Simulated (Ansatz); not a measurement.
# CHSi: the cost of one run

The runs use Ansatz 0.2.0, Gaussian basis; the settings change from run to run.

24 further runs of the same task are left out: 5 for a known fault of the program, 16 that didn't finish, 3 set aside as unsound or not needed.

## Step 1: The system

The geometry derives from a PBE0/def2-TZVP stationary point (not a proven minimum). One bond is set to the value named and the two fragments are kept rigid.

3 atoms, charge 0, spin multiplicity 2.

Atoms are counted from 1 here; the program's logs count them from 0.

Bond lengths: Si1–C2 1.726 Å.

## Step 2: CCSDT(Q)/B on UHF/STO-3G

File in.yaml:

```yaml
crystal:
  periodic: [false, false, false]
  atoms:
    - {symbol: Si, position_ang: [0.000000, 0.000000, 0.772910]}
    - {symbol: C, position_ang: [0.000000, 0.000000, 2.499180]}
    - {symbol: H, position_ang: [0.000000, 0.000000, -3.272090]}
basis:
  gaussian: {orbitals: STO-3G}
magnetization: {spin_polarized: true, initial_magnetization: 1}
correlation: {method: ccsdt_q_b, electrons: all}
```

Command:

```sh
> ansatz run in.yaml --threads 1 --pin off --events-out ev --progress --plain --max-ram 2393MiB
```

Q: Estimate wall time and peak memory on 1 thread of Arm Neoverse V1, shared host.

About 13 s, with a peak of 0.4 GiB.
